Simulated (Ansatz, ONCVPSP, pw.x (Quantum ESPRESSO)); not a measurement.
# pw.x on bcc Al: one setting changed

Potential: optimised norm-conserving Vanderbilt (ONCV), ONCVPSP 4.0.1.1 (patched build), PBEsol; core [Ne], reference 3s2 3p1; waves: 3s: rc 1.95 bohr, ncon 4, nbas 8, qcut 2.6 1/bohr, 2 projectors, debl 1.3 Ha; 3p: rc 1.95 bohr, ncon 3, nbas 7, qcut 4.1 1/bohr, 2 projectors, debl 1.8 Ha; d scattering state at 0.43 Ha: rc 2.15 bohr, ncon 4, nbas 9, qcut 4.2 1/bohr, 2 projectors, debl 0.5 Ha; local part: polynomial inside 1.45 bohr (lpopt 4, dvloc0 0 Ha); core correction: Teter function fitted to the true core (icmod 2), fcfact 0.46.

The reference run (k-mesh 14³, cutoffs 95/380 Ry, Fermi–Dirac 0.01 Ry, mixing_beta 0.4, conv_thr 1e-9, no spin) gives -0.16 GPa at 16.575 Å³/atom, where all-electron LAPW gives 0.16 GPa. This run, with its own iteration cap, changes k-mesh shift to 1.

```
&control
  calculation='scf', prefix='x', pseudo_dir='./', outdir='./tmp', tstress=.true., disk_io='none'
/
&system
  ibrav=0, nat=1, ntyp=1, ecutwfc=95, ecutrho=380, nbnd=8,
  occupations='smearing', smearing='fd', degauss=0.01
/
&electrons
  conv_thr=1e-09, mixing_beta=0.4, electron_maxstep=60
/
ATOMIC_SPECIES
Al 1.0 Al.UPF
CELL_PARAMETERS angstrom
  -1.60619344 1.60619344 1.60619344
  1.60619344 -1.60619344 1.60619344
  1.60619344 1.60619344 -1.60619344
ATOMIC_POSITIONS crystal
Al 0.0000 0.0000 0.0000
K_POINTS automatic
14 14 14 1 1 1
```

```bash
pw.x < Al.scf.in > Al.scf.out
```

Task: How does the run end?

Result: It converges in 6 iterations; the free energy moves by +3.8 meV/atom and the pressure by -0.23 GPa.

```
Message from routine setup:
     using ibrav=0 with symmetry is DISCOURAGED, use correct ibrav instead
     lattice parameter (alat)  =       5.2572  a.u.
     unit-cell volume          =     111.8536 (a.u.)^3
     number of electrons       =         3.00
     number of Kohn-Sham states=            8
     kinetic-energy cutoff     =      95.0000  Ry
     charge density cutoff     =     380.0000  Ry
     scf convergence threshold =      1.0E-09
     Exchange-correlation= PBESOL
     number of k points=   100  Fermi-Dirac smearing, width (Ry)=  0.0100
     iteration #  1     ecut=    95.00 Ry     beta= 0.40
     total energy              =      -5.55802654 Ry
     estimated scf accuracy    <       0.00546500 Ry
     iteration #  2     ecut=    95.00 Ry     beta= 0.40
     total energy              =      -5.55719962 Ry
     estimated scf accuracy    <       0.00171346 Ry
     iteration #  3     ecut=    95.00 Ry     beta= 0.40
     total energy              =      -5.55727719 Ry
     estimated scf accuracy    <       0.00000125 Ry
     iteration #  4     ecut=    95.00 Ry     beta= 0.40
     total energy              =      -5.55727911 Ry
     estimated scf accuracy    <       0.00000002 Ry
     iteration #  5     ecut=    95.00 Ry     beta= 0.40
     total energy              =      -5.55727911 Ry
     estimated scf accuracy    <          6.4E-09 Ry
     iteration #  6     ecut=    95.00 Ry     beta= 0.40
     the Fermi energy is     7.7948 ev
!    total energy              =      -5.55727911 Ry
     estimated scf accuracy    <          1.8E-11 Ry
     smearing contrib. (-TS)   =      -0.00176345 Ry
     The total energy is F=E-TS. E is the sum of the following terms:
     one-electron contribution =       2.93505111 Ry
     hartree contribution      =       0.00422536 Ry
     xc contribution           =      -3.09936645 Ry
     ewald contribution        =      -5.39542568 Ry
     convergence has been achieved in   6 iterations
          total   stress  (Ry/bohr**3)                   (kbar)     P=       -3.94
     Message from routine punch:
     Nothing written, as per user request (disk_io='none')
```

The run took about 30 s on one core of a shared host (Neoverse-N1, 64 threads, 124 GiB, load 49).
